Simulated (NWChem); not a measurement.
Species: HS anion

Computed with NWChem. All runs use the structure optimised with B3LYP/def2-SVPD. The gas-phase anion has a positive highest level at the geometry level, so the gas reference is doubtful. Level: PBE/aug-cc-pVDZ with COSMO at NWChem's default radii, gas-phase geometry; rows give the dielectric constant. Reactions with the solvent are ignored.

For dielectric constant 1.5:

* **electrostatic solvation energy (kcal/mol)**: -22.2

### Question
Estimate the same quantities for dielectric constant 4.8.

### Answer
The electrostatic solvation energy (kcal/mol) comes out as -53.6.
